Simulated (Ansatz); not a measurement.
Abridged output of a molecular run in Ansatz:

```
Functional definition: HF
917 factors; integrals over basis functions are off by at most 1.0e-3 eV
mean field evaluation 1: about -7330.9187 eV, gradient 3.4e1 eV
mean field evaluation 2: about -7331.0619 eV, gradient 3.4e1 eV
mean field evaluation 4: about -7333.8394 eV, gradient 3.3e0 eV
mean field evaluation 8: about -7333.8777 eV, gradient 2.0e-1 eV
mean field -7333.87792842 eV, -269.5150427884 hartree, gradient 1.5e-6 eV, S^2 0.000000; 0 other end points of the search recorded, 0 dependent functions left out
5 core orbitals not correlated: weight in the atoms' cores, before any rotation towards them, 1.000 or more for the frozen orbitals, at most 0.000 for the correlated occupied ones
reference -7333.87792842 eV, -269.5150427884 hartree; 14, 14 occupied and 71, 71 virtual orbitals, 917 factors
second order -20.19981187 eV of doubles, -0.00000000 eV of singles
cycle   1  -20.46545936 eV  change   -2.7e-1 eV  update   9.2e-2
cycle   2  -20.93551383 eV  change   -4.7e-1 eV  update   2.8e-2
cycle   3  -21.05325037 eV  change   -1.2e-1 eV  update   1.4e-2
cycle   4  -21.05191234 eV  change    1.3e-3 eV  update   3.4e-3
cycle   5  -21.05211322 eV  change   -2.0e-4 eV  update   1.5e-3
cycle   6  -21.05291848 eV  change   -8.1e-4 eV  update   4.0e-4
cycle   7  -21.05281383 eV  change    1.0e-4 eV  update   1.6e-4
cycle   8  -21.05274206 eV  change    7.2e-5 eV  update   5.5e-5
cycle   9  -21.05274445 eV  change   -2.4e-6 eV  update   2.6e-5
perturbative correction -0.66273971 eV, -0.0243552352 hartree
Total energy: -7355.59341258 eV, -270.3130721119 hartree
```

Its atoms:

Z-matrix (Å, degrees):
```
C
F 1 1.409
C 1 1.457 2 116.0
N 1 1.410 2 111.2 3 -150.2
C 1 1.457 2 116.0 3 59.5
H 3 1.078 1 147.3 2 -74.3
H 4 1.013 1 110.5 2 59.5
H 4 1.013 1 110.5 2 -59.6
H 5 1.078 1 147.3 2 74.3
```

(1) Which basis set was used?
A. def2-SVPD
B. def2-TZVPPD
C. cc-pV(T+d)Z
D. def2-SVP

(2) Write the keys of the input that set method, charge and spin (a neutral closed shell needs none for the last two).

Answers

(1) D. It gives 90 functions.

(2) 
```yaml
correlation: {method: ccsd_t}
```
